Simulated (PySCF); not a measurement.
Relaxation of singlet NH3

Method: wB97X in PySCF with N def2-TZVP, H def2-TZVP; no relativity; density-fitted integrals. A (50,194) grid was used.

A hand-made trigonal pyramidal start, of C3v symmetry, held to at least that symmetry:

```xyz
4
charge 0 multiplicity 1, angstrom
N     0.0000    0.0000   -0.0859
H     0.9094    0.0000    0.3977
H    -0.4547    0.7876    0.3977
H    -0.4547   -0.7876    0.3977
```

What forces act on the atoms at the start (eV/Å)?


| atom | Fx | Fy | Fz |
| --- | --- | --- | --- |
| N1 | 0.00 | 0.00 | 1.85 |
| H2 | -0.12 | 0.00 | -0.62 |
| H3 | 0.06 | -0.10 | -0.62 |
| H4 | 0.06 | 0.10 | -0.62 |

What does it relax to?

It ends at C3v with N–H 1.011 Å (×3); H–N–H 107.6° (×3). A frequency run shows a minimum. Other isomers or separated fragments may lie lower.

How much energy is released, and in how many steps?

8.9 kJ/mol in 4 steps.

The relaxation took 2.7 s on 4 threads of a shared Intel Xeon Platinum 8259CL @ 2.50GHz (Skylake/Cascade Lake) host, with 49 basis functions and 5 gradients; the process peaked at 0.38 GiB.
